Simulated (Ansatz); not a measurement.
Working through the interaction energy of a dimer with the counterpoise correction of C₂H₃N, SMILES C1=CN1

Computed with Ansatz's Python interface.

Run as a notebook:

**Cell 1**
```python
import ansatz
```

**Cell 2**
```python
FIRST = [
    ("C", (-0.7259, 0.1714, -0.3287)),
    ("C", (0.5209, 0.1866, -0.6415)),
    ("N", (0.0843, 0.7923, 0.4902)),
    ("H", (-1.2727, -0.6686, -0.141)),
    ("H", (1.0945, -0.7369, -0.7187)),
    ("H", (0.2989, 0.2554, 1.3396)),
]
SECOND = [
    ("C", (3.5095, 0.6742, 2.4624)),
    ("C", (2.5361, 0.081, 1.8682)),
    ("N", (3.7575, -0.5023, 1.946)),
    ("H", (3.5233, 0.9335, 3.4485)),
    ("H", (1.6327, -0.2006, 2.4088)),
    ("H", (3.7973, -1.2557, 2.6436)),
]
```

**Cell 3**
```python
def energy(atoms, ghosts=()):
    molecule = ansatz.Crystal.molecule()
    for symbol, xyz in atoms:
        molecule = molecule.atom(symbol, xyz)
    calc = (
        molecule.calculation()
        .basis(gaussian="def2-SVP")
        .correlation("MP2")
    )
    deck = calc.input()
    if ghosts:
        deck = deck.set(ansatz.key.basis.gaussian.ghost_atoms, [{"symbol": s, "position_ang": list(xyz)} for s, xyz in ghosts])
    return ansatz.Session.from_dict(deck).plan().execute().report["free_energy_ev"]
```

**Cell 4**
```python
# monomers in their own basis and in the basis of the dimer
both = energy(FIRST + SECOND)
alone = energy(FIRST) + energy(SECOND)
ghosted = energy(FIRST, SECOND) + energy(SECOND, FIRST)
print(f"dimer {both:.6f} eV")
print(f"interaction, uncorrected   {23.060548 * (both - alone):8.3f} kcal/mol")
print(f"interaction, counterpoise  {23.060548 * (both - ghosted):8.3f} kcal/mol")
print(f"basis-set superposition    {23.060548 * (alone - ghosted):8.3f} kcal/mol")
```
Output:
```text
dimer -7185.443656 eV
interaction, uncorrected      2.025 kcal/mol
interaction, counterpoise     3.800 kcal/mol
basis-set superposition       1.775 kcal/mol
```

Uncorrected it is 2.025 kcal/mol, with the counterpoise correction 3.800 kcal/mol; the difference, 1.775 kcal/mol, is the superposition error. In this basis both values are repulsive.

Reading the output:
- Total energies depend on the basis set; only differences at equal settings carry meaning.
- The dimer is a generated trial pose of unrelaxed monomers, not a minimum, so the figure is no binding energy, and the basis set is small.
- It ran for 10 s on 1 thread of Arm Neoverse V1 (shared host), peak memory 0.29 GiB.
